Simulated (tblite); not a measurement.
Compound: C5H10N (doublet state).
Numbering: `[CH3:1][CH2:2][C@@H:3]1[CH2:4][CH2:5][N:6]1` (hydrogens: H7, H8, H9 on C1; H10, H11 on C2; H12 on C3; H13, H14 on C4; H15, H16 on C5)

Computed with GFN2-xTB (tblite), gas phase: L-BFGS steps from a force-field or distance-geometry start until the largest atomic force falls under 0.01 eV/Å.

Step 0: E = -506.7496 eV
```
atom  x, y, z in Å  |  force x, y, z in eV/Å
C1     -2.1465    0.1041   -0.2084   -0.797   0.526   0.039
C2     -1.0035   -0.8676   -0.0839   -0.118  -0.424   0.777
C3      0.2489   -0.1565    0.4372    0.594  -1.370  -1.234
C4      1.0142    0.7508   -0.5588    0.087   0.930   1.037
C5      2.2791    0.0882    0.0207   -0.782  -0.939  -0.571
N6      1.4239   -1.0434    0.4233    0.246   1.280   0.393
H7     -3.0541   -0.4081   -0.5575    0.261   0.163   0.129
H8     -2.3745    0.5852    0.7579    0.090  -0.241  -0.368
H9     -1.9151    0.8966   -0.9238   -0.003  -0.088   0.068
H10    -1.2915   -1.6670    0.6299    0.262   0.314  -0.294
H11    -0.8193   -1.3482   -1.0481    0.228   0.119   0.131
H12     0.0997    0.2912    1.4294   -0.062   0.016  -0.306
H13     0.9205    1.8212   -0.3687   -0.033   0.088  -0.170
H14     0.8403    0.5362   -1.6155    0.019  -0.174   0.387
H15     3.0419   -0.1747   -0.7140    0.189  -0.159   0.242
H16     2.7282    0.6010    0.8824   -0.181  -0.042  -0.260
```

Step 1: E = -506.8606 eV
```
atom  x, y, z in Å  |  force x, y, z in eV/Å
C1     -2.1579    0.1116   -0.2078   -0.078   0.088   0.026
C2     -1.0052   -0.8736   -0.0728   -0.203   0.016  -0.028
C3      0.2574   -0.1761    0.4196    0.138  -0.403  -0.308
C4      1.0155    0.7641   -0.5440   -0.063   0.274   0.117
C5      2.2679    0.0748    0.0125   -0.201  -0.109  -0.198
N6      1.4274   -1.0251    0.4289    0.293   0.171   0.452
H7     -3.0503   -0.4057   -0.5556    0.008   0.055   0.041
H8     -2.3732    0.5818    0.7526   -0.028  -0.053  -0.083
H9     -1.9151    0.8953   -0.9228    0.004  -0.007   0.004
H10    -1.2877   -1.6626    0.6257    0.117  -0.019   0.042
H11    -0.8160   -1.3465   -1.0463    0.110   0.120   0.238
H12     0.0988    0.2914    1.4250   -0.009  -0.207  -0.642
H13     0.9201    1.8225   -0.3712   -0.069   0.463  -0.013
H14     0.8406    0.5337   -1.6100    0.062  -0.013   0.623
H15     3.0446   -0.1770   -0.7106    0.143  -0.200   0.164
H16     2.7256    0.6004    0.8787   -0.226  -0.177  -0.435
```

Step 2: E = -506.9025 eV
```
atom  x, y, z in Å  |  force x, y, z in eV/Å
C1     -2.1620    0.1150   -0.2072    0.134  -0.064  -0.034
C2     -1.0095   -0.8747   -0.0708   -0.089   0.101  -0.155
C3      0.2620   -0.1884    0.4096   -0.057   0.056  -0.052
C4      1.0145    0.7724   -0.5384   -0.075   0.084   0.017
C5      2.2615    0.0696    0.0068    0.054   0.200  -0.126
N6      1.4339   -1.0176    0.4389    0.222  -0.303   0.429
H7     -3.0493   -0.4041   -0.5544   -0.088   0.017   0.003
H8     -2.3734    0.5800    0.7498   -0.073   0.043   0.071
H9     -1.9150    0.8949   -0.9225    0.006   0.031  -0.021
H10    -1.2846   -1.6619    0.6255    0.049  -0.103   0.126
H11    -0.8132   -1.3438   -1.0412    0.044   0.050   0.126
H12     0.0984    0.2875    1.4116   -0.017  -0.229  -0.571
H13     0.9186    1.8317   -0.3720   -0.073   0.419   0.032
H14     0.8419    0.5329   -1.5967    0.024   0.030   0.404
H15     3.0480   -0.1814   -0.7066    0.090  -0.200   0.109
H16     2.7207    0.5968    0.8694   -0.152  -0.133  -0.357
```

**Question.** Estimate the geometry and energy of step 3. (The exact step hangs on the optimiser's Hessian estimate; all steps are aligned on step 2, rigid shifts and turns removed.)

**Answer.** E = -506.9366 eV, largest force 0.393 eV/Å
```
atom  x, y, z in Å  |  force x, y, z in eV/Å
C1     -2.1639    0.1173   -0.2077    0.176  -0.119  -0.020
C2     -1.0146   -0.8743   -0.0706    0.061   0.052  -0.145
C3      0.2653   -0.1990    0.3978   -0.067   0.275   0.118
C4      1.0124    0.7830   -0.5305   -0.039  -0.058  -0.032
C5      2.2563    0.0684   -0.0020    0.139   0.201   0.006
N6      1.4443   -1.0166    0.4574    0.059  -0.303   0.244
H7     -3.0501   -0.4021   -0.5532   -0.123   0.003  -0.023
H8     -2.3752    0.5792    0.7488   -0.080   0.084   0.121
H9     -1.9148    0.8952   -0.9226    0.009   0.057  -0.040
H10    -1.2805   -1.6630    0.6276    0.010  -0.085   0.121
H11    -0.8095   -1.3405   -1.0347   -0.023  -0.052  -0.055
H12     0.0975    0.2793    1.3879   -0.058  -0.159  -0.275
H13     0.9158    1.8482   -0.3723   -0.062   0.207   0.068
H14     0.8432    0.5325   -1.5772   -0.040   0.072   0.055
H15     3.0530   -0.1897   -0.7006    0.033  -0.171   0.003
H16     2.7132    0.5912    0.8538    0.004  -0.004  -0.146
```

The energy changes by -0.0341 eV. The first-order estimate −F·Δx gives -0.0542 eV and the mean of the old and new forces, exact on a quadratic surface, -0.0339 eV. The step makes an angle of 35° with the force vector and moves no atom by more than 0.025 Å.

The cost below is that of the whole relaxation. The run took 0.29 s wall on one thread, Arm Neoverse V1 (aarch64), no GPU, shared host with 32 logical CPUs at a one-minute load of 28.
